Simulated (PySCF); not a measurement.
# SiH2SF (SMILES F[SiH2][S]) at UHF/3-21G

What is the vertical ionisation energy of SiH2SF at UHF/3-21G? The job is set up through a Python script.

The results are computed with PySCF 2.14.0.

## Step 1: The molecule

The species is SiH2SF (5 atoms), meant as a doublet with charge 0. SMILES: `F[SiH2][S]`. Geometry: relaxed at PBE0-D4/def2-TZVP.

Bond lengths: F1–Si2 1.596 Å, Si2–S3 2.099 Å, Si2–H4 1.482 Å, Si2–H5 1.482 Å. Angles: F1–Si2–S3 114.0°, F1–Si2–H4 107.4°, F1–Si2–H5 107.4°, S3–Si2–H4 107.4°, S3–Si2–H5 107.4°, H4–Si2–H5 113.3°.

## Step 2: A single-point energy at UHF/3-21G

File job.py:

```python
# F[SiH2][S]
from pyscf import gto

system = gto.Mole()
system.atom = '''
F       -0.324300      -0.023300       1.585400
Si       0.086000      -0.081000       0.044500
S       -1.148000       1.061300      -1.211000
H       -0.023500      -1.493100      -0.391000
H        1.459700       0.462600      -0.069300
'''
system.max_memory = 1860
system.verbose = 3
system.basis = '3-21g'
system.spin = 1
system.build()

myscf = system.UHF()
myscf.conv_tol = 1e-10
myscf.kernel()
if not myscf.converged:
    myscf = myscf.newton().run(myscf.mo_coeff, myscf.mo_occ)

e_tot = myscf.e_tot
print(f'total energy: {e_tot:.8f} hartree')
```

Run with:

```sh
$ OMP_NUM_THREADS=1 python job.py
```

Output:

```text
converged SCF energy = -783.074334990546  <S^2> = 0.75316381  2S+1 = 2.0031613
total energy: -783.07433499 hartree
```

Run time: 0.7 s. Hardware: 1 thread of Arm Neoverse V2, shared host; peak memory 0.12 GiB.

## Step 3: The singlet cation at the same level

File job.py:

```python
from pyscf import gto

mol = gto.M(
    atom='''
F     -0.612838    -0.044031     2.995972
Si     0.162516    -0.153068     0.084093
S     -2.169406     2.005566    -2.288458
H     -0.044409    -2.821550    -0.738883
H      2.758433     0.874187    -0.130958
''',
    max_memory=1860,
    verbose=4,
    basis='3-21g',
    charge=1,
    spin=0,
    unit='bohr',
)

myscf = mol.RHF()
myscf.conv_tol = 1e-10
myscf.kernel()
if not myscf.converged:
    myscf = myscf.newton().run(myscf.mo_coeff, myscf.mo_occ)

energy = myscf.e_tot
print(f'total energy: {energy:.8f} hartree')
```

Run with:

```sh
$ OMP_NUM_THREADS=1 python job.py
```

Output:

```text
PySCF version 2.14.0

[INPUT] num. atoms = 5
[INPUT] num. electrons = 40
[INPUT] charge = 1
[INPUT] spin (= nelec alpha-beta = 2S) = 0
[INPUT] symmetry False subgroup None
[INPUT] Mole.unit = bohr
[INPUT] Symbol           X                Y                Z      unit          X                Y                Z       unit  Magmom
[INPUT]  1 F     -0.324299903586  -0.023300201774   1.585400106954 AA   -0.612838000000  -0.044031000000   2.995972000000 Bohr   0.0
[INPUT]  2 Si     0.085999763610  -0.081000097321   0.044500099198 AA    0.162516000000  -0.153068000000   0.084093000000 Bohr   0.0
[INPUT]  3 S     -1.148000216433   1.061299822196  -1.210999821748 AA   -2.169406000000   2.005566000000  -2.288458000000 Bohr   0.0
[INPUT]  4 H     -0.023500230760  -1.493099959471  -0.391000045136 AA   -0.044409000000  -2.821550000000  -0.738883000000 Bohr   0.0
[INPUT]  5 H      1.459699881450   0.462599838483  -0.069299989188 AA    2.758433000000   0.874187000000  -0.130958000000 Bohr   0.0

nuclear repulsion = 142.643706852806
number of shells = 23
number of NR pGTOs = 75
number of NR cGTOs = 39
basis = 3-21g
ecp = {}

******** <class 'pyscf.scf.hf.RHF'> ********
method = RHF
initial guess = minao
damping factor = 0
level_shift factor = 0
DIIS = <class 'pyscf.scf.diis.CDIIS'>
diis_start_cycle = 1
diis_space = 8
diis_damp = 0
SCF conv_tol = 1e-10
SCF conv_tol_grad = None
SCF max_cycles = 50
direct_scf = True
direct_scf_tol = 1e-13
Set gradient conv threshold to 1e-05
Initial guess from minao.
init E= -782.538671947428
  HOMO = -0.323584661357427  LUMO = -0.290814614816796  gap/eV = 0.89172
cycle= 1 E= -782.541999545763  delta_E= -0.00333  |g|= 0.54  |ddm|= 2.01
  HOMO = -0.715023682616997  LUMO = -0.430273277873214  gap/eV = 7.74845
cycle= 2 E= -782.630397193955  delta_E= -0.0884  |g|= 0.306  |ddm|= 0.874
  HOMO = -0.71512626243323  LUMO = -0.402900005613584  gap/eV = 8.49611
cycle= 3 E= -782.647320011748  delta_E= -0.0169  |g|= 0.0583  |ddm|= 0.247
  HOMO = -0.713643251106588  LUMO = -0.384288174409679  gap/eV = 8.96221
cycle= 4 E= -782.650722610004  delta_E= -0.0034  |g|= 0.0215  |ddm|= 0.14
  HOMO = -0.715573291448397  LUMO = -0.37998726969149  gap/eV = 9.13176
cycle= 5 E= -782.651578789058  delta_E= -0.000856  |g|= 0.00712  |ddm|= 0.0811
  HOMO = -0.717796961412312  LUMO = -0.3810769468128  gap/eV = 9.16262
cycle= 6 E= -782.651667639031  delta_E= -8.88e-05  |g|= 0.00164  |ddm|= 0.0307
  HOMO = -0.717427489983684  LUMO = -0.380696101364528  gap/eV = 9.16293
cycle= 7 E= -782.651671170308  delta_E= -3.53e-06  |g|= 0.000449  |ddm|= 0.00563
  HOMO = -0.71753450784719  LUMO = -0.380721208479243  gap/eV = 9.16516
cycle= 8 E= -782.651671369111  delta_E= -1.99e-07  |g|= 0.000108  |ddm|= 0.00165
  HOMO = -0.717502223114626  LUMO = -0.380701677766368  gap/eV = 9.16481
cycle= 9 E= -782.651671377813  delta_E= -8.7e-09  |g|= 2.12e-05  |ddm|= 0.000324
  HOMO = -0.717507969791025  LUMO = -0.380704970204242  gap/eV = 9.16488
cycle= 10 E= -782.65167137815  delta_E= -3.37e-10  |g|= 3.77e-06  |ddm|= 6.03e-05
  HOMO = -0.717508177369224  LUMO = -0.380704669756949  gap/eV = 9.16489
cycle= 11 E= -782.651671378164  delta_E= -1.32e-11  |g|= 7.46e-07  |ddm|= 1.11e-05
  HOMO = -0.717508307911273  LUMO = -0.380704763852795  gap/eV = 9.16489
Extra cycle  E= -782.651671378163  delta_E= 5.68e-13  |g|= 4.27e-07  |ddm|= 1.55e-06
converged SCF energy = -782.651671378163
total energy: -782.65167138 hartree
```

Run time: 0.68 s. Hardware: 1 thread of Arm Neoverse V2, shared host; peak memory 0.12 GiB.

## Step 4: Results

At UHF/3-21G:

| quantity | value |
| --- | --- |
| doublet SiH2SF: total energy | -783.07433 Eh |
| doublet SiH2SF: dipole moment | 2.00 D |
| doublet SiH2SF: HOMO energy (highest over α and β) | -10.75 eV |
| doublet SiH2SF: LUMO energy (lowest over α and β) | -0.69 eV |
| doublet SiH2SF: ⟨S²⟩ | 0.753 |
| singlet cation: total energy | -782.65167 Eh |
| singlet cation: HOMO energy | -19.52 eV |
| singlet cation: LUMO energy | -10.36 eV |
| singlet cation: HOMO–LUMO gap | 9.16 eV |
| vertical ionisation energy (to the singlet cation) | 11.501 eV |

In words: The vertical ionisation energy comes to 11.50 eV (265 kcal/mol). Only the singlet of the ionised species was computed; a triplet could lie lower. Mulliken charges (doublet SiH2SF) run from -0.50 on F1 to +1.26 on Si2; they depend strongly on the basis. Mulliken charges (singlet cation) run from -0.45 on F1 to +1.22 on Si2.
